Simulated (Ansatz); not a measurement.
in.yaml

```yaml
crystal:
  periodic: [false, false, false]
  atoms:
    - {symbol: Ru, position_ang: [-0.015433, -0.009008, 1.582773]}
    - {symbol: C, position_ang: [-0.016266, -0.025151, -0.187980]}
    - {symbol: O, position_ang: [0.031698, 0.034159, -1.394793]}
basis:
  gaussian: {orbitals: def2-TZVPP}
correlation: {method: fci, electrons: all}
```

```sh
$ ansatz run in.yaml --threads 1 --pin off --events-out ev --progress --plain --max-ram 2393MiB
```

(1) One thing in this input was set wrong on purpose, beside settings that are merely unusual. What is the gravest fault, and what does the program do?

Answers

(1) Too large for memory. How the run ends: out of memory.
```
1457 factors; integrals over basis functions are off by at most 1.7e-7 eV
mean field evaluation 1: about -5623.3896 eV, gradient 4.6e1 eV
mean field evaluation 2: about -5623.3936 eV, gradient 4.6e1 eV
mean field evaluation 4: about -5626.8789 eV, gradient 9.5e0 eV
mean field evaluation 8: about -5627.0882 eV, gradient 5.6e-1 eV
mean field evaluation 16: about -5614.4645 eV, gradient 5.6e1 eV
mean field evaluation 32: about -5627.2467 eV, gradient 6.7e-3 eV
mean field evaluation 64: about -5618.0710 eV, gradient 1.0e-6 eV
mean field evaluation 96: about -5627.2467 eV, gradient 2.6e-6 eV
mean field evaluation 128: about -5626.4227 eV, gradient 1.7e1 eV
mean field evaluation 160: about -5627.2467 eV, gradient 3.7e-3 eV
mean field evaluation 192: about -5627.2467 eV, gradient 5.7e-6 eV
mean field evaluation 224: about -5626.8517 eV, gradient 5.4e-1 eV
mean field evaluation 256: about -5620.6285 eV, gradient 1.4e1 eV
mean field -5627.24666002 eV, -206.7975004709 hartree, gradient 1.4e-6 eV, S^2 0.000000; 11 other end points of the search recorded, 0 dependent functions left out; unrestricted orbitals would lower it
mean field evaluation 288: about -5628.4654 eV, gradient 1.7e-2 eV
unrestricted determinant -5628.46542510 eV, -206.8422892617 hartree, S^2 1.0242
reference -5627.24666002 eV, -206.7975004709 hartree; 15, 15 occupied and 103, 103 virtual orbitals, 1457 factors
Error: with its determinants' occupation strings, the run needs more than 1.7e10 GiB of memory, and 2.33 GiB are given
refused for memory
```
